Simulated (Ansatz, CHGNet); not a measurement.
For 3C-SiC, the machine-learned potential CHGNet 0.3.0 (trained on PBE and PBE+U data) gives:

```
Quantity                                 Result
-------------------------------  --------------
lattice constant a                      4.378 Å
zone-centre TO phonon frequency        461 cm⁻¹
elastic constant C11                    253 GPa
elastic constant C44                   74.6 GPa
Voigt–Reuss–Hill shear modulus         48.3 GPa
enthalpy of formation            -0.275 eV/atom
```

### Question
What does r²SCAN (Ansatz, a first-principles code, PAW) give for the same quantities?

### Answer

- lattice constant a: 4.356 Å (shrinks by 0.5 %)
- zone-centre TO phonon frequency: 798 cm⁻¹ (rises by 73 %)
- elastic constant C11: 414 GPa (grows by 64 %)
- elastic constant C44: 261 GPa (goes up by 250 %)
- Voigt–Reuss–Hill shear modulus: 203 GPa (grows by 320 %)
- formation enthalpy: -0.300 eV/atom (moves by -0.025 eV/atom)

For comparison: lattice constant a 4.346 Å (measured, static lattice: zero-point anharmonic expansion removed, our sources range from 4.341 to 4.348; as tabulated in Mejia-Rodriguez and Trickey (2018), arXiv:1807.09216); zone-centre TO phonon frequency 796 cm⁻¹ (measured, temperature not stated, no zero-point or thermal correction; as tabulated in Wang et al. (1996), arXiv:mtrl-th/9510002); elastic constant C11 390 GPa (measured, temperature not stated, no zero-point or thermal correction; as tabulated in Råsander and Moram (2015), arXiv:1505.02379); elastic constant C44 256 GPa (measured, temperature not stated, no zero-point or thermal correction; as tabulated in Råsander and Moram (2015), arXiv:1505.02379); formation enthalpy -0.358 eV/atom (measured, 0 K, zero-point vibrations removed by harmonic ab initio phonons, 0 K static; as tabulated in Harl and Kresse (2009), doi:10.1103/physrevlett.103.056401).

Changes are worked out from the printed values.

Unless a cell is named, each level is at its own relaxed cell (CHGNet 0.3.0 10.49, r²SCAN 10.33 Å³/atom).

Caveats: the energies of CHGNet 0.3.0 can hold anion corrections fitted to measured formation enthalpies (CHGNet 0.3.0). Ansatz's density-functional and Hartree–Fock values are scalar-relativistic unless marked +SOC, with PAW data made under PBE.
